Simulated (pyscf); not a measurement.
This saddle point was located with ωB97X-D3(BJ)/def2-SVP in PySCF.

```xyz
6

P     -2.3553    -0.6482    -0.4924
Ga    -0.4253     0.5349    -0.0704
H      0.0136    -0.5914    -1.1266
H     -2.0936    -1.0520    -1.8407
H     -0.9212    -0.2784     1.2463
H      0.2950     1.8897     0.0578
```
Charge 0, spin multiplicity 1.

Surface: singlet, charge 0. Lowest wavenumbers (cm⁻¹): 923i, 243, 343, 624, 644.

Q: Name the species on either side of this saddle.

A: H₂P–GaH₂ (SMILES [PH2][GaH2]) ⇌ H₂P–GaH₂ (SMILES [PH2][GaH2]), a concerted two-bond exchange read from left to right: H–P, Ga–H broken and H–P, Ga–H formed. At CCSD(T)/def2-TZVPP + ΔMP2(QZVPP) it lies +3.06 eV from the left side and +3.06 eV from the right (each side as separated species at their lowest minima found). The same reactants have a lower exit, to PH₃ + GaH [singlet] (barrier +2.47 eV at ωB97M-D3(BJ)/def2-TZVP, against +3.09 eV here). This is the saddle that the search found; another between the same sides may lie lower. One closed-shell reference is unstable to symmetry breaking; treat the single-reference values with care. The CCSD(T) − MP2 part came from Ansatz, without density fitting, on the same reference. The frozen core leaves the outer d or s,p core shells of the metals and heavy elements correlated in the MP2 and CC values, and def2-TZVPP describes them poorly, which can shift differences by a few kcal/mol. Elements up to Kr have no core potential and no relativistic terms here.
